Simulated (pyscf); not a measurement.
H₃C–SeH + ZnH₂ -> HZn–CH₂–SeH + H₂ (four-centre exchange; singlet surface; C–H, H–Zn broken, C–Zn, H–H formed). Optimised with ωB97X-D3(BJ)/def2-SVP in PySCF. Energies in kJ/mol from the separated reactants.

| level | barrier | reaction energy |
|---|---|---|
| PBE/def2-TZVP | [?] | [?] |
| B3LYP-D3(BJ)/def2-TZVP | 189.2 | +34.5 |
| PBE0-D3(BJ)/def2-TZVP | [?] | +33.4 |
| M06-2X/def2-TZVP | 171.6 | +26.4 |
| ωB97M-D3(BJ)/def2-TZVP | 192.9 | +39.5 |
| HF/def2-TZVP | 272.0 | +65.8 |

Question: What belongs in the gaps?

Answer: 
- PBE/def2-TZVP, barrier: 165.1
- PBE/def2-TZVP, reaction energy: +31.6
- PBE0-D3(BJ)/def2-TZVP, barrier: 168.9

The functionals in the table span 27.8 kJ/mol in this barrier, from PBE to ωB97M-D3(BJ)/def2-TZVP. On the reactant side the descent ends in an adduct with a Se–Zn contact (not fully relaxed), 39.1 kJ/mol under the separated species and 214.3 kJ/mol under the saddle at ωB97X-D3(BJ)/def2-TZVP. At the saddle there is also a short H–Zn contact that neither side keeps. At ωB97X-D3(BJ)/def2-TZVP the barrier from the zero used here is 175.3 kJ/mol. HZn–CH₂–SeH lies 165.8 kJ/mol over its isomer H₃C–Zn–SeH (electronic energy, ωB97M-D3(BJ)/def2-TZVP). One saddle was located; it need not be the lowest between these sides. Elements up to Kr have no core potential and no relativistic terms here.
